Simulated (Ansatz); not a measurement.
`C=C=CCC` → `C=CCC=C`  (isomerisation)

Computed with Ansatz on PBE0-D4/def2-TZVP structures; ΔE is electronic, products minus reactants. CBS: MP2 limit from def2 TZ/QZ plus the TZ coupled-cluster correction, frozen cores. One conformer a species, not always the lowest.

```csv
species,CCSD(T)/CBS(def2) energy (Eh)
`C=C=CCC`,-195.01849
`C=CCC=C`,-195.03281
```

Problem. Work out ΔE.

Solution. ΔE = (-195.03281) − (-195.01849) = -0.01432 Eh = -37.6 kJ/mol.

Largest T1 diagnostic among the species: 0.011.

From BLYP to BHLYP (50 % exact exchange), in def2-TZVPP and without D4, ΔE moves by −9.9 kJ/mol. In def2-TZVPP, CCSD(T) changes the Hartree–Fock value by +4.4 kJ/mol (the triples alone add +0.4 kJ/mol) and MP2 by +5.5 kJ/mol.
